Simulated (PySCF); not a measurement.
# AlOF: adding exact exchange

Base calculation in PySCF with density fitting and no spin–orbit coupling, PBE/def2-TZVP (no relativity): singlet, C∞v, Al–F 1.652 Å, Al–O 1.613 Å; F–Al–O 180.0°; wavenumbers 193 (×2), 711, 1129 cm⁻¹; dipole moment 2.92 D, gap between the highest occupied and lowest empty levels 2.82 eV, polar-tensor charge of Al 1.15 e, atomisation energy (no zero-point energy) 1125 kJ/mol.

Q: What changes on going to PBE0/def2-TZVP (no relativity)?

A: The point group stays the same. Changes: mean bond to Al -0.021 Å, smallest bond angle 0.0 degrees, highest wavenumber +59 cm⁻¹, lowest wavenumber +15 cm⁻¹, dipole moment +0.38 D, gap between the highest occupied and lowest empty levels +2.35 eV, polar-tensor charge of Al +0.13 e, atomisation energy (no zero-point energy) -82 kJ/mol. The new structure has Al–F 1.631 Å, Al–O 1.593 Å; F–Al–O 180.0°, with wavenumbers 208 (×2), 751, 1188 cm⁻¹. Exact exchange shortens and stiffens the bonds and opens the gap, the usual pattern.

Only the bonding shown was studied: isomers, or loss of a ligand pair, can lie lower.
